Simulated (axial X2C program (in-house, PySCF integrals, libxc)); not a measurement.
Correcting the dissociation energy of SF⁺ for spin–orbit coupling

A spin-free CCSD(T) curve (one-electron X2C) was computed with an axial X2C code built on PySCF integrals, basis S dyall-av3z [9s8p3d2f], F dyall-av3z [7s6p3d2f] (cores contracted in-house), for the state M_S = 1, Λ = 0 (beyond evenly filled blocks: π+α, π-α). It gives D0 = 3.433 eV to S+ + F, which in a spin-free picture are the weighted means of the ground terms.

Correlated methods: 12 electrons correlated (number of frozen shells: S 2 s, 1 p; F 1 s), 196 virtual spin orbitals or spinors in MP2, 89 natural virtuals in coupled cluster.

Measured levels of the ground terms (NIST Handbook of Basic Atomic Spectroscopic Data), in cm⁻¹: S+ 4S: J = 3/2 at 0; F 2P: J = 3/2 at 0, J = 1/2 at 404.1.

The molecular state has Λ = 0, so it has no first-order lowering.

How far does each ground level lie under the (2J+1)-weighted mean of its term?

S+: a single level, 0; F: (4 × 0 + 2 × 404.1)/6 = 135 cm⁻¹.

Correct D0.

D0 = 3.433 + (0 − 135)/8065.5 = 3.416 eV at CCSD(T) with these spin–orbit terms. The direct two-component run gives 3.418 eV; the difference holds second-order terms in the molecule, scalar two-electron terms, the gap between measured and computed atomic splittings (a 2c atom can miss part of its lowering) and, in coupled cluster, the truncation of each run.

Second-order spin–orbit effects in the molecule, which grow quickly with Z, are left out. One determinant describes the state; a PBE0 search over occupations chose it and may have missed a lower one. Dissociation energies refer to the lowest single-determinant-based atoms at the same level and basis. CCSD and (T) use frozen natural virtuals with an MP2 correction for the truncation; (T) itself is uncorrected, so its De runs slightly low.
